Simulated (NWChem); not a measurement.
Everything below was run with NWChem. System: fluorine (F2), charge 0, spin multiplicity 1, at a geometry optimised with PBE0/def2-SVP. Level: G0W0@PBE0/def2-QZVP, RI basis def2-qzvp-rifit.

The NWChem input:

```
start mol
memory heap 200 mb stack 700 mb global 1700 mb
geometry units angstroms nocenter noautoz
  F      0.000000     0.000000     0.688226
  F      0.000000     0.000000    -0.688226
  symmetry group D2h
end
basis spherical
  * library def2-qzvp
end
basis "ri basis" bse spherical
  * library def2-qzvp-rifit
end
dft
  xc pbe0
  iterations 100
  direct
  tolerances tight
end
task dft energy
gw
  states alpha occ 4 vir 2
end
task dft gw
```

NWChem printed:

```
             Northwest Computational Chemistry Package (NWChem) 7.3.0
             --------------------------------------------------------

                                NWChem Input Module
                                -------------------

 Scaling coordinates for geometry "geometry" by  1.889725989
 (inverse scale =  0.529177249)

 Turning off AUTOSYM since
 SYMMETRY directive was detected!

                             Geometry "geometry" -> ""
                             -------------------------

 Output coordinates in angstroms (scale by  1.889725989 to convert to a.u.)

  No.       Tag          Charge          X              Y              Z
 ---- ---------------- ---------- -------------- -------------- --------------
    1 F                    9.0000     0.00000000     0.00000000     0.68822600
    2 F                    9.0000     0.00000000     0.00000000    -0.68822600

 Effective nuclear repulsion energy (a.u.)      31.1404663359

            Nuclear Dipole moment (a.u.)
            ----------------------------
        X                 Y               Z
 ---------------- ---------------- ----------------
     0.0000000000     0.0000000000     0.0000000000

      Symmetry information
      --------------------

 Group name             D2h
 Group number             26
 Group order               8
 No. of unique centers     1

      Symmetry unique atoms

     1


 Summary of "ao basis" -> "" (spherical)
 ------------------------------------------------------------------------------
       Tag                 Description            Shells   Functions and Types
 ---------------- ------------------------------  ------  ---------------------
 *                         def2-qzvp                  on all atoms

 new library libraries.bse/

 Summary of "ri basis" -> "" (spherical)
 ------------------------------------------------------------------------------
       Tag                 Description            Shells   Functions and Types
 ---------------- ------------------------------  ------  ---------------------
 *                      def2-qzvp-rifit               on all atoms
[...]
          64.269784759100           0.000000000000           0.000000000000
           0.000000000000          64.269784759100           0.000000000000
           0.000000000000           0.000000000000           0.000000000000

     Multipole analysis of the density
     ---------------------------------

     L   x y z        total         alpha         beta         nuclear
     -   - - -        -----         -----         ----         -------
     0   0 0 0     -0.000000     -9.000000     -9.000000     18.000000

     1   1 0 0     -0.000000     -0.000000     -0.000000      0.000000
     1   0 1 0      0.000000      0.000000      0.000000      0.000000
     1   0 0 1     -0.000000     -0.000000     -0.000000      0.000000

     2   2 0 0     -7.145277     -3.572638     -3.572638      0.000000
     2   1 1 0     -0.000000     -0.000000     -0.000000      0.000000
     2   1 0 1      0.000000      0.000000      0.000000      0.000000
     2   0 2 0     -7.145277     -3.572638     -3.572638      0.000000
     2   0 1 1      0.000000      0.000000      0.000000      0.000000
     2   0 0 2     -6.596045    -18.521095    -18.521095     30.446146

 Task  times  cpu:        5.4s     wall:        5.4s

                                NWChem Input Module
                                -------------------

                                 NWChem GW Module
                                 ----------------

                             ***********************
                             ***        GW       ***
                             ***********************

 Summary of "ri basis" -> "ri basis" (spherical)
 ------------------------------------------------------------------------------
       Tag                 Description            Shells   Functions and Types
 ---------------- ------------------------------  ------  ---------------------
 F                      def2-qzvp-rifit             33      141   9s8p7d5f3g1h

                 Memory Information
                 ------------------
          Available GA per process is          1699.9 MBs
          Available stack per process is        700.0 MBs
          Available heap per process is           0.0 MBs

          Peak memory in Initialization
              Peak GA per process is                  3.4 MBs
              Peak stack per process is               0.2 MBs
              Peak heap per process is                3.8 MBs
              Memory not in MA per process            0.0 MBs

          Peak memory in AFF Calculation
              Peak GA per process is                 11.5 MBs
              Peak stack per process is               6.8 MBs
              Peak heap per process is                0.0 MBs
              Memory not in MA per process            6.8 MBs

          Computing 2-center integrals
          Computing Inverse Cholesky factor
          Computing 3-center integrals
          Computing V_xc ...

          Computing Sigma_x
          Computing RPA polarizability
          Solving quasiparticle equations

                  Alpha Orbitals
          State     Energy (eV)     Error (eV)
          -----------------------------------
@GW         6        -19.044           0.002
@GW         7        -19.044           0.002
@GW         8        -15.413           0.002
@GW         9        -15.413           0.002
@GW        10          0.361           0.002
@GW        11          9.415           0.004

   Applying  -3.7902 eV scissor-shift to rest of particle states

   Applying   3.6473 eV scissor-shift to rest of hole states

     GW Timing Statistics
   ------------------------
   Init.   :          0.1s
     ERIs  :          0.5s
     Distr.:          0.0s
     Vxc   :          0.8s
   Sigma_x :          0.0s
   RPA     :          0.1s
   Wmn     :          0.0s
   Sigma_c :          0.0s
   GW total:          1.5s

 Task  times  cpu:        1.5s     wall:        1.5s

 Total times  cpu:        7.0s     wall:        7.0s
```
